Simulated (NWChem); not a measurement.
Everything below was run with NWChem. System: methanol (CH4O), charge 0, spin multiplicity 1, at a geometry optimised with B3LYP/def2-SVP. Level: TDA-PBE0/aug-cc-pVDZ.

Input file:

```
start mol
memory heap 200 mb stack 900 mb global 1100 mb
geometry units angstroms nocenter noautoz
  C      0.612545    -0.231443     0.000000
  O     -0.665018     0.358273     0.000000
  H      0.806551    -0.855807     0.895964
  H      1.354776     0.581936     0.000000
  H      0.806551    -0.855807    -0.895964
  H     -1.323004    -0.347844     0.000000
  symmetry group Cs
end
basis spherical
  * library aug-cc-pvdz
end
dft
  xc pbe0
  semidirect memsize 60000000 filesize 0
  iterations 100
end
tddft
  cis
  nroots 8
  notriplet
  thresh 1e-4
end
task tddft energy
```

NWChem printed:

```
             Northwest Computational Chemistry Package (NWChem) 7.3.0
             --------------------------------------------------------

                                NWChem Input Module
                                -------------------

 Scaling coordinates for geometry "geometry" by  1.889725989
 (inverse scale =  0.529177249)

 Turning off AUTOSYM since
 SYMMETRY directive was detected!

                             Geometry "geometry" -> ""
                             -------------------------

 Output coordinates in angstroms (scale by  1.889725989 to convert to a.u.)

  No.       Tag          Charge          X              Y              Z
 ---- ---------------- ---------- -------------- -------------- --------------
    1 C                    6.0000     0.61254500    -0.23144300     0.00000000
    2 O                    8.0000    -0.66501800     0.35827300     0.00000000
    3 H                    1.0000     0.80655100    -0.85580700     0.89596400
    4 H                    1.0000     1.35477600     0.58193600     0.00000000
    5 H                    1.0000     0.80655100    -0.85580700    -0.89596400
    6 H                    1.0000    -1.32300400    -0.34784400     0.00000000

 Effective nuclear repulsion energy (a.u.)      40.3081485967

            Nuclear Dipole moment (a.u.)
            ----------------------------
        X                 Y               Z
 ---------------- ---------------- ----------------
    -0.0000000000     0.0000075589     0.0000000000

      Symmetry information
      --------------------

 Group name             Cs
 Group number              2
 Group order               2
 No. of unique centers     5

      Symmetry unique atoms

     1    2    3    4    6


 Summary of "ao basis" -> "" (spherical)
 ------------------------------------------------------------------------------
       Tag                 Description            Shells   Functions and Types
 ---------------- ------------------------------  ------  ---------------------
 *                        aug-cc-pvdz                 on all atoms

                                 NWChem DFT Module
                                 -----------------

 Summary of "ao basis" -> "ao basis" (spherical)
 ------------------------------------------------------------------------------
       Tag                 Description            Shells   Functions and Types
 ---------------- ------------------------------  ------  ---------------------
 C                        aug-cc-pvdz                9       23   4s3p2d
 O                        aug-cc-pvdz                9       23   4s3p2d
 H                        aug-cc-pvdz                5        9   3s2p

 Summary of "ao basis" -> "ao basis" (spherical)
 ------------------------------------------------------------------------------
       Tag                 Description            Shells   Functions and Types
 ---------------- ------------------------------  ------  ---------------------
 C                        aug-cc-pvdz                9       23   4s3p2d
 O                        aug-cc-pvdz                9       23   4s3p2d
 H                        aug-cc-pvdz                5        9   3s2p

      Symmetry analysis of basis
      --------------------------

        a'         55
        a"         27

            General Information
            -------------------
          SCF calculation type: DFT
          Wavefunction type:  closed shell.
          No. of atoms     :     6
          No. of electrons :    18
[...]
  ----------------------------------------------------------------------------
     Transition Moments    X  0.00000   Y -0.00000   Z  0.21165
     Transition Moments   XX  0.00000  XY -0.00000  XZ  0.09162
     Transition Moments   YY  0.00000  YZ -0.29549  ZZ  0.00000
     Dipole Oscillator Strength                    0.0087417589
     Electric Quadrupole                           0.0000000128
     Magnetic Dipole                               0.0000000840
     Total Oscillator Strength                     0.0087418556

          sigma_e =   3.4859 Angstrom
          sigma_h =   1.2503 Angstrom
         |d_h->e| =   1.7896 Angstrom
            d_exc =   4.1019 Angstrom
            d_CD1 =   4.0253 Angstrom
            d_CD2 =  -0.5785 Angstrom
            d_CD3 =   5.8916 Angstrom
     Pearson C.C. =   0.0106

     Occ.    9  a"  ---  Virt.   11  a'       0.05962
     Occ.    9  a"  ---  Virt.   13  a'      -0.98190
     Occ.    9  a"  ---  Virt.   14  a'       0.10510
     Occ.    9  a"  ---  Virt.   15  a'       0.10394
     Occ.    9  a"  ---  Virt.   21  a'       0.07233
  ----------------------------------------------------------------------------
  Root   5 singlet a'             0.300972425 a.u.                8.1899 eV
  ----------------------------------------------------------------------------
     Transition Moments    X -0.05563   Y  0.01750   Z  0.00000
     Transition Moments   XX  0.88669  XY  1.30258  XZ  0.00000
     Transition Moments   YY -0.74480  YZ -0.00000  ZZ -0.65628
     Dipole Oscillator Strength                    0.0006823064
     Electric Quadrupole                           0.0000003685
     Magnetic Dipole                               0.0000017742
     Total Oscillator Strength                     0.0006844492

          sigma_e =   2.8738 Angstrom
          sigma_h =   1.3406 Angstrom
         |d_h->e| =   1.2807 Angstrom
            d_exc =   3.3883 Angstrom
            d_CD1 =   2.8140 Angstrom
            d_CD2 =  -0.8265 Angstrom
            d_CD3 =   4.6690 Angstrom
     Pearson C.C. =   0.0280

     Occ.    8  a'  ---  Virt.   10  a'      -0.97714
     Occ.    8  a'  ---  Virt.   11  a'       0.13452
     Occ.    8  a'  ---  Virt.   13  a'       0.07419
     Occ.    8  a'  ---  Virt.   14  a'      -0.08429
     Occ.    8  a'  ---  Virt.   15  a'       0.05386
     Occ.    8  a'  ---  Virt.   17  a'       0.06157
  ----------------------------------------------------------------------------
  Root   6 singlet a"             0.322540663 a.u.                8.7768 eV
  ----------------------------------------------------------------------------
     Transition Moments    X -0.00000   Y -0.00000   Z -0.07331
     Transition Moments   XX -0.00000  XY -0.00000  XZ  0.11357
     Transition Moments   YY  0.00000  YZ  0.48541  ZZ  0.00000
     Dipole Oscillator Strength                    0.0011557735
     Electric Quadrupole                           0.0000000444
     Magnetic Dipole                               0.0000013699
     Total Oscillator Strength                     0.0011571878

          sigma_e =   3.7525 Angstrom
          sigma_h =   1.2437 Angstrom
         |d_h->e| =   0.5652 Angstrom
            d_exc =   3.9716 Angstrom
            d_CD1 =   3.0740 Angstrom
            d_CD2 =  -1.9329 Angstrom
            d_CD3 =   4.5369 Angstrom
     Pearson C.C. =   0.0187

     Occ.    9  a"  ---  Virt.   10  a'      -0.07098
     Occ.    9  a"  ---  Virt.   13  a'       0.11296
     Occ.    9  a"  ---  Virt.   14  a'       0.98162
     Occ.    9  a"  ---  Virt.   23  a'      -0.10385
  ----------------------------------------------------------------------------
  Root   7 singlet a'             0.327427463 a.u.                8.9098 eV
  ----------------------------------------------------------------------------
     Transition Moments    X -0.06087   Y -0.48970   Z  0.00000
     Transition Moments   XX -0.34218  XY -0.65736  XZ  0.00000
     Transition Moments   YY  0.39119  YZ -0.00000  ZZ  0.28228
     Dipole Oscillator Strength                    0.0531541769
     Electric Quadrupole                           0.0000001100
     Magnetic Dipole                               0.0000000555
     Total Oscillator Strength                     0.0531543424

          sigma_e =   3.3636 Angstrom
          sigma_h =   1.3521 Angstrom
         |d_h->e| =   1.4191 Angstrom
            d_exc =   3.8498 Angstrom
            d_CD1 =   3.4305 Angstrom
            d_CD2 =  -0.9388 Angstrom
            d_CD3 =   5.2688 Angstrom
     Pearson C.C. =   0.0368

     Occ.    8  a'  ---  Virt.   10  a'       0.14517
     Occ.    8  a'  ---  Virt.   11  a'       0.97856
     Occ.    8  a'  ---  Virt.   14  a'      -0.06014
     Occ.    8  a'  ---  Virt.   17  a'      -0.05867
     Occ.    8  a'  ---  Virt.   18  a'       0.06097
  ----------------------------------------------------------------------------
  Root   8 singlet a"             0.339123634 a.u.                9.2280 eV
  ----------------------------------------------------------------------------
     Transition Moments    X -0.00000   Y -0.00000   Z -0.03719
     Transition Moments   XX -0.00000  XY -0.00000  XZ  0.73364
     Transition Moments   YY -0.00000  YZ -0.33101  ZZ -0.00000
     Dipole Oscillator Strength                    0.0003126265
     Electric Quadrupole                           0.0000001345
     Magnetic Dipole                               0.0000004720
     Total Oscillator Strength                     0.0003132331

          sigma_e =   3.6763 Angstrom
          sigma_h =   1.2364 Angstrom
         |d_h->e| =   0.6300 Angstrom
            d_exc =   3.9131 Angstrom
            d_CD1 =   3.0699 Angstrom
            d_CD2 =  -1.8264 Angstrom
            d_CD3 =   4.5431 Angstrom
     Pearson C.C. =   0.0141

     Occ.    9  a"  ---  Virt.   10  a'      -0.07635
     Occ.    9  a"  ---  Virt.   13  a'      -0.09621
     Occ.    9  a"  ---  Virt.   15  a'      -0.97804
     Occ.    9  a"  ---  Virt.   18  a'      -0.07463
     Occ.    9  a"  ---  Virt.   21  a'       0.09741
     Occ.    9  a"  ---  Virt.   23  a'       0.05703

              Target root =      1
          Target symmetry = none
      Ground state energy =   -115.606860965421
        Excitation energy =      0.237257333526
     Excited state energy =   -115.369603631895

  stored tddft:energy   -115.36960363189459

 Task  times  cpu:       47.6s     wall:       47.6s

 Total times  cpu:       47.7s     wall:       47.7s
```
